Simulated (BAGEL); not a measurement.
# CH5N (methylamine): levels of theory compared

We compute a comparison of 6 runs (HF/STO-3G, HF/def2-SVP, B3LYP/6-31G*, PBE0/6-31+G*, MRCI(2,3)/pcseg-0) of CH5N (methylamine). 

The results are computed with BAGEL 1.2.2.

6 further runs of the same task are left out: 3 that didn't finish, 3 set aside as unsound or not needed.

**1. The structure to begin with**

CH5N: 7 atoms, total charge 0, spin state singlet. SMILES: `CN`. The shape is that of a PBE0-D4/def2-TZVP optimisation.

Bond lengths: C1–N2 1.453 Å, C1–H3 1.100 Å, C1–H4 1.092 Å, C1–H5 1.092 Å, N2–H6 1.012 Å, N2–H7 1.012 Å. Angles: C1–N2–H6 110.6°, C1–N2–H7 110.6°, N2–C1–H3 115.4°, N2–C1–H4 109.4°, N2–C1–H5 109.4°, H6–N2–H7 106.7°, H3–C1–H4 107.7°, H3–C1–H5 107.7°, H4–C1–H5 106.9°.

**2. A single-point energy at HF/STO-3G (run 1)**

The input, input.json:

```json
{ "bagel" : [

{
  "title" : "molecule",
  "basis" : "sto-3g",
  "df_basis" : "qzvpp-jkfit",
  "angstrom" : true,
  "geometry" : [
    { "atom" : "C", "xyz" : [   -0.473800,   -0.138400,   -0.281500 ] },
    { "atom" : "N", "xyz" : [    0.801600,    0.390900,    0.170500 ] },
    { "atom" : "H", "xyz" : [   -0.984400,   -0.806400,    0.427500 ] },
    { "atom" : "H", "xyz" : [   -0.327200,   -0.690700,   -1.212500 ] },
    { "atom" : "H", "xyz" : [   -1.150500,    0.689300,   -0.505500 ] },
    { "atom" : "H", "xyz" : [    1.448000,   -0.360600,    0.373500 ] },
    { "atom" : "H", "xyz" : [    0.686300,    0.915800,    1.027900 ] }
  ]
},
{ "title" : "hf", "charge" : 0, "df" : false },
{ "title" : "print", "file" : "orbitals.molden", "orbitals" : true }

]}
```

Command:

```
$ BAGEL_NUM_THREADS=1 BAGEL input.json > input.out
```

Standard output:

```text
* using 1 threads per process

  ===============================================================
  ===============================================================

  *** Geometry ***

  { "atom" : "C", "xyz" : [     -0.895352,     -0.261538,     -0.531958 ] },
  { "atom" : "N", "xyz" : [      1.514804,      0.738694,      0.322198 ] },
  { "atom" : "H", "xyz" : [     -1.860246,     -1.523875,      0.807858 ] },
  { "atom" : "H", "xyz" : [     -0.618318,     -1.305234,     -2.291293 ] },
  { "atom" : "H", "xyz" : [     -2.174130,      1.302588,     -0.955257 ] },
  { "atom" : "H", "xyz" : [      2.736323,     -0.681435,      0.705813 ] },
  { "atom" : "H", "xyz" : [      1.296919,      1.730611,      1.942449 ] },

  Number of auxiliary basis functions:      242

  Since a DF basis is specified, we compute 2- and 3-index integrals:
    o Being stored without compression. Storage requirement is 0.000 GB

  Number of basis functions:       15
  Number of electrons      :       18

    * METHOD: MOLECULE                             0.06

  *** RHF ***

  === Nuclear Repulsion ===
    42.1408785982

      * DIIS with orbital gradients will be used.

  === RHF iteration (sto-3g) ===
      0        -93.87372463          0.03208765           0.02
      1        -94.01045452          0.00975185           0.02
      2        -94.02949125          0.00233821           0.02
      3        -94.03076877          0.00060293           0.02
      4        -94.03084900          0.00007943           0.02
      5        -94.03085007          0.00001192           0.02
      6        -94.03085009          0.00000289           0.02
      7        -94.03085009          0.00000087           0.02
      8        -94.03085009          0.00000018           0.02
      9        -94.03085009          0.00000002           0.02
     10        -94.03085009          0.00000001           0.02
    * SCF iteration converged.

    * Permanent dipole moment:
           (    0.186902,     0.332278,    -0.430550) a.u.

    * METHOD: HF                                   0.27

    * METHOD: PRINT                                0.00

  ===============================================================
```

It took 0.61 s on 1 thread of Intel Xeon Platinum 8488C (Sapphire Rapids), shared host; peak memory 0.081 GiB.

**3. Energy and gradient at HF/def2-SVP (density fitting with svp-jkfit) (run 2)**

The input, input.json:

```json
{ "bagel" : [

{
  "title" : "molecule",
  "basis" : "svp",
  "df_basis" : "svp-jkfit",
  "geometry" : [
    { "atom" : "C", "xyz" : [ -0.89535224, -0.26153810, -0.53195790 ] },
    { "atom" : "N", "xyz" : [  1.51480446,  0.73869394,  0.32219830 ] },
    { "atom" : "H", "xyz" : [ -1.86024640, -1.52387515,  0.80785792 ] },
    { "atom" : "H", "xyz" : [ -0.61831839, -1.30523383, -2.29129293 ] },
    { "atom" : "H", "xyz" : [ -2.17412991,  1.30258822, -0.95525656 ] },
    { "atom" : "H", "xyz" : [  2.73632343, -0.68143524,  0.70581271 ] },
    { "atom" : "H", "xyz" : [  1.29691904,  1.73061118,  1.94244948 ] }
  ]
},
{
  "title" : "force",
  "method" : [
    {
      "title" : "hf"
    }
  ]
}

]}
```

Command:

```
$ BAGEL_NUM_THREADS=1 BAGEL input.json > input.out
```

Standard output:

```text
* using 1 threads per process

  ===============================================================
  ===============================================================

  *** Geometry ***

  { "atom" : "C", "xyz" : [     -0.895352,     -0.261538,     -0.531958 ] },
  { "atom" : "N", "xyz" : [      1.514804,      0.738694,      0.322198 ] },
  { "atom" : "H", "xyz" : [     -1.860246,     -1.523875,      0.807858 ] },
  { "atom" : "H", "xyz" : [     -0.618318,     -1.305234,     -2.291293 ] },
  { "atom" : "H", "xyz" : [     -2.174130,      1.302588,     -0.955257 ] },
  { "atom" : "H", "xyz" : [      2.736323,     -0.681435,      0.705813 ] },
  { "atom" : "H", "xyz" : [      1.296919,      1.730611,      1.942449 ] },

  Number of auxiliary basis functions:      242

  Since a DF basis is specified, we compute 2- and 3-index integrals:
    o Being stored without compression. Storage requirement is 0.005 GB

  Number of basis functions:       53
  Number of electrons      :       18

    * METHOD: MOLECULE                             0.08

  The gradients will be computed analytically.

  *** RHF ***

  === Nuclear Repulsion ===
    42.1408786101

      * DIIS with orbital gradients will be used.

  === RHF iteration (svp) ===
      0        -95.03399103          0.02364402           0.02
      1        -95.12173861          0.01200781           0.01
      2        -95.14455941          0.00187599           0.01
      3        -95.14536865          0.00033930           0.01
      4        -95.14539408          0.00010249           0.01
      5        -95.14539722          0.00002650           0.01
      6        -95.14539763          0.00000710           0.01
      7        -95.14539766          0.00000193           0.01
      8        -95.14539767          0.00000048           0.01
      9        -95.14539767          0.00000016           0.01
     10        -95.14539767          0.00000004           0.01
     11        -95.14539767          0.00000001           0.01
     12        -95.14539767          0.00000000           0.01
    * SCF iteration converged.

    * Permanent dipole moment:
           (    0.180463,     0.325728,    -0.425308) a.u.

  * Nuclear energy gradient

    o Atom   0
        x         -0.0027402819
        y         -0.0019367790
        z          0.0007090845
    o Atom   1
        x          0.0010057118
        y          0.0040529663
        z         -0.0068982237
    o Atom   2
        x         -0.0012735843
        y         -0.0010357509
        z          0.0005108958
    o Atom   3
        x          0.0004863790
        y         -0.0001093246
        z         -0.0008989420
    o Atom   4
        x         -0.0001243248
        y          0.0009341403
        z         -0.0003598464
    o Atom   5
        x          0.0040685366
        y         -0.0055554361
        z          0.0010876595
    o Atom   6
        x         -0.0014224365
        y          0.0036501840
        z          0.0058493724
  * Gradient computed with                              0.47

    * METHOD: FORCE                                0.71

  ===============================================================
```

Wall time 1.1 s (1 thread of Intel Xeon Platinum 8488C (Sapphire Rapids), shared host); peak memory 0.083 GiB.

**4. Energy and gradient at B3LYP/6-31G(d) (density fitting with qzvpp-jkfit, spherical functions) (run 3)**

The input, input.json:

```json
{ "bagel" : [

{
  "title" : "molecule",
  "basis" : "6-31gs.json",
  "df_basis" : "qzvpp-jkfit",
  "angstrom" : true,
  "geometry" : [
    { "atom" : "C", "xyz" : [      -0.473800,      -0.138400,      -0.281500 ] },
    { "atom" : "N", "xyz" : [       0.801600,       0.390900,       0.170500 ] },
    { "atom" : "H", "xyz" : [      -0.984400,      -0.806400,       0.427500 ] },
    { "atom" : "H", "xyz" : [      -0.327200,      -0.690700,      -1.212500 ] },
    { "atom" : "H", "xyz" : [      -1.150500,       0.689300,      -0.505500 ] },
    { "atom" : "H", "xyz" : [       1.448000,      -0.360600,       0.373500 ] },
    { "atom" : "H", "xyz" : [       0.686300,       0.915800,       1.027900 ] }
  ]
},

{
  "title" : "force",
  "method" : [
    { "title" : "ks", "xc_func" : "b3lyp" }
  ]
}

]}
```

The basis set 6-31G* is read from a file made from the Basis Set Exchange's data (not shown).

Command:

```
$ BAGEL_NUM_THREADS=1 BAGEL input.json > input.out
```

Standard output:

```text
* using 1 threads per process

  ===============================================================
  ===============================================================

  *** Geometry ***

  { "atom" : "C", "xyz" : [     -0.895352,     -0.261538,     -0.531958 ] },
  { "atom" : "N", "xyz" : [      1.514804,      0.738694,      0.322198 ] },
  { "atom" : "H", "xyz" : [     -1.860246,     -1.523875,      0.807858 ] },
  { "atom" : "H", "xyz" : [     -0.618318,     -1.305234,     -2.291293 ] },
  { "atom" : "H", "xyz" : [     -2.174130,      1.302588,     -0.955257 ] },
  { "atom" : "H", "xyz" : [      2.736323,     -0.681435,      0.705813 ] },
  { "atom" : "H", "xyz" : [      1.296919,      1.730611,      1.942449 ] },

  Number of auxiliary basis functions:      242

  Since a DF basis is specified, we compute 2- and 3-index integrals:
    o Being stored without compression. Storage requirement is 0.003 GB

  Number of basis functions:       38
  Number of electrons      :       18

    * METHOD: MOLECULE                             0.06

  The gradients will be computed analytically.

  *** Kohn-Sham DFT ***

    * Removing 11180 points whose weight is below 1.00e-10
    * Grid points: 93162

  === Nuclear Repulsion ===
    42.1408785982

       - DIIS with orbital gradients will be used.

  === KS iteration (b3lyp / 6-31gs.json) ===
      0        -81.66635114          0.21534336           0.17
      1        -83.04949818          0.16587650           0.16
      2        -84.08212317          0.30046639           0.15
      3        -93.08214480          0.15983620           0.16
      4        -94.50134941          0.11677973           0.15
      5        -95.43294981          0.06204032           0.15
      6        -95.74952479          0.03144570           0.19
      7        -95.83215922          0.01336557           0.16
      8        -95.85117817          0.00068415           0.20
      9        -95.85122546          0.00006083           0.15
     10        -95.85122573          0.00001059           0.14
     11        -95.85122574          0.00000155           0.16
     12        -95.85122574          0.00000066           0.15
     13        -95.85122574          0.00000060           0.12
     14        -95.85122574          0.00000004           0.12
     15        -95.85122574          0.00000001           0.13
    * SCF iteration converged.

    * Permanent dipole moment:
           (    0.147708,     0.310277,    -0.433257) a.u.

  * Nuclear energy gradient

    o Atom   0
        x          0.0022181739
        y          0.0012531016
        z          0.0002361265
    o Atom   1
        x         -0.0038907498
        y         -0.0048609531
        z          0.0048065612
    o Atom   2
        x          0.0024311364
        y          0.0021915908
        z         -0.0014708251
    o Atom   3
        x         -0.0004114772
        y          0.0013437214
        z          0.0018602104
    o Atom   4
        x          0.0014849545
        y         -0.0018170139
        z          0.0002451607
    o Atom   5
        x         -0.0025762191
        y          0.0037283638
        z         -0.0014352697
    o Atom   6
        x          0.0007475656
        y         -0.0018371865
        z         -0.0042485932
  * Gradient computed with                              1.84

    * METHOD: FORCE                                4.68

  ===============================================================
```

Run time: 5.1 s. Hardware: 1 thread of Intel Xeon Platinum 8488C (Sapphire Rapids), shared host; peak memory 0.41 GiB.

Runs 4 to 5 aren't shown in full; the table further down has their settings and results.

**5. The energy at MRCI(2,3)/pcseg-0 (density fitting with svp-jkfit) (run 6)**

input.json, as its differences from that of step 4:

```diff
@@ -4,5 +4,5 @@
   "title" : "molecule",
-  "basis" : "6-31gs.json",
-  "df_basis" : "qzvpp-jkfit",
-  "angstrom" : true,
+  "basis" : "pcseg-0.json",
+  "df_basis" : "svp-jkfit",
+  "angstrom" : "true",
   "geometry" : [
@@ -18,8 +18,9 @@
 
-{
-  "title" : "force",
-  "method" : [
-    { "title" : "ks", "xc_func" : "b3lyp" }
-  ]
-}
+{ "title" : "hf" },
+
+{ "title" : "casscf", "nstate" : 1, "nact" : 3, "nclosed" : 8, "maxiter" : 200, "natocc" : "true" },
+
+{ "title" : "print", "file" : "orbitals.molden", "orbitals" : "true" },
+
+{ "title" : "smith", "method" : "mrci", "ncore" : 2 }
```

The basis set pcseg-0 is read from a file made from the Basis Set Exchange's data (not shown).

Command:

```
$ BAGEL_NUM_THREADS=1 BAGEL input.json > input.out
```

Standard output:

```text
* using 1 threads per process

  ===============================================================
  ===============================================================

  *** Geometry ***

  { "atom" : "C", "xyz" : [     -0.895352,     -0.261538,     -0.531958 ] },
  { "atom" : "N", "xyz" : [      1.514804,      0.738694,      0.322198 ] },
  { "atom" : "H", "xyz" : [     -1.860246,     -1.523875,      0.807858 ] },
  { "atom" : "H", "xyz" : [     -0.618318,     -1.305234,     -2.291293 ] },
  { "atom" : "H", "xyz" : [     -2.174130,      1.302588,     -0.955257 ] },
  { "atom" : "H", "xyz" : [      2.736323,     -0.681435,      0.705813 ] },
  { "atom" : "H", "xyz" : [      1.296919,      1.730611,      1.942449 ] },

  Number of auxiliary basis functions:      242

  Since a DF basis is specified, we compute 2- and 3-index integrals:
    o Being stored without compression. Storage requirement is 0.002 GB

  Number of basis functions:       28
  Number of electrons      :       18

    * METHOD: MOLECULE                             0.07

  *** RHF ***

[... 11 lines left out ...]
    * SCF iteration converged.
[... 1 line left out ...]
    * Permanent dipole moment:
[... 22 lines left out ...]
    * Second-order optimization converged. *
[... 11 lines left out ...]

     * ci vector, state   0, <S^2> = 0.0000
       2..    -0.9974959395
       .2.     0.0688998342

    * METHOD: CASSCF                               0.70

    * METHOD: PRINT                                0.00

  === SMITH program ===

    * freezing 2 orbitals
    * XMS rotation is only appropriate for CASPT2, and will not be used with mrci

    * Approximate memory requirement for SMITH calulation per MPI process:
      o Storage requirement for T-amplitude, lambda, and residual is 0.00 GB
      o Storage requirement for MO integrals is 0.00 GB
    * Calculating and saving rdm4

    * Zeroth order energy : state  0       -1.4989020051

      ---- iteration ----

        0   0   -95.13196551     0.02872752      0.07
        1   0   -95.13962946     0.00673496      0.07
        2   0   -95.14011142     0.00166025      0.07
[... 5 lines of this table left out ...]
        8   0   -95.14015339     0.00000397      0.07
    ** throwing out 1 trial vectors **
        9   0   -95.14015339     0.00000155      0.07
    ** throwing out 1 trial vectors **
       10   0   -95.14015339     0.00000051      0.08

      -------------------

        0   0   -95.15556917     0.00000000      0.00

    * METHOD: SMITH                                0.83

  ===============================================================
```

Run time: 2 s. Hardware: 1 thread of Intel Xeon Platinum 8488C (Sapphire Rapids), shared host; peak memory 0.15 GiB.

**6. Overview of the runs**

```csv
run,level,integral approximation,task,energy (Eh),dipole moment (D),wall time
1,HF/STO-3G,none,energy,-94.030850,1.46,0.61 s
2,HF/def2-SVP (density fitting with svp-jkfit),svp-jkfit,gradient,-95.145398,1.44,1.1 s
3,"B3LYP/6-31G* (density fitting with qzvpp-jkfit, spherical functions)",qzvpp-jkfit,gradient,-95.851226,1.41,5.1 s
4,"B3LYP/6-31G* (density fitting with qzvpp-jkfit, Cartesian functions)",qzvpp-jkfit,energy,-95.853020,1.41,3.3 s
5,"PBE0/6-31+G* (density fitting with svp-jkfit, spherical functions)",svp-jkfit,energy,-95.737742,1.53,4.5 s
6,"MRCI(2,3)/pcseg-0 (density fitting with svp-jkfit)",svp-jkfit,energy,-95.140153,–,2 s
```

**7. What came out**

| quantity | value |
| --- | --- |
| run 6: total energy | -95.14015 Eh |

Over runs 1, 2, 3, 4, 5 the dipole moment (its size) runs from 1.41 D (B3LYP/6-31G*) to 1.53 D (PBE0/6-31+G*). The two ends differ in method and basis. Over runs 1, 4, 5 the HOMO–LUMO gap runs from 7.17 eV (PBE0/6-31+G*) to 25.81 eV (HF/STO-3G). Totals of different functionals can't be ranked against each other. In run 1 the basis is minimal, so the values are rough. All runs together took 17 s, the longest 5.1 s.
